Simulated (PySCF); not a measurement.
Trends in electronic spectra. Computed with TDDFT B3LYP/def2-SVPD, vertical, gas phase, core orbitals frozen in the response (PySCF 2.14.0, density-fitted response routines). Geometries: GFN2-xTB; one conformer of each isolated species. Triplets are in the Tamm–Dancoff approximation. 'Strongest' means the level of largest summed f among the lowest 8 singlets; it needn't be the same kind of state in each.

**Question.** Rank by computed lowest singlet excitation energy, lowest first.
A. `N#C[SiH2]C1(F)C(F)=C1F`
B. `CSC/P=C\[SiH3]`
C. `N=S=O`
D. `CPCCC(F)(F)F`
E. `CCC#N`

**Answer.** B (3.05 eV), C (3.87 eV), D (6.13 eV), A (6.26 eV), E (7.80 eV).

```csv
SMILES,S1 (eV),first f ≥ 0.01 (nm),α (au),HOMO (eV),strongest (eV),S1 mainly
CSC/P=C\[SiH3],3.05,250,111.4,-6.22,4.95,H→L (99%)
N=S=O,3.87,218,31.0,-8.70,5.70,H→L (99%)
CPCCC(F)(F)F,6.13,202,79.0,-7.01,6.32,H→L (98%)
N#C[SiH2]C1(F)C(F)=C1F,6.26,184,74.1,-8.39,6.73,H→L (95%)
CCC#N,7.80,154,40.6,-9.18,9.46,H→L (55%)
```

H and L stand for HOMO and LUMO.
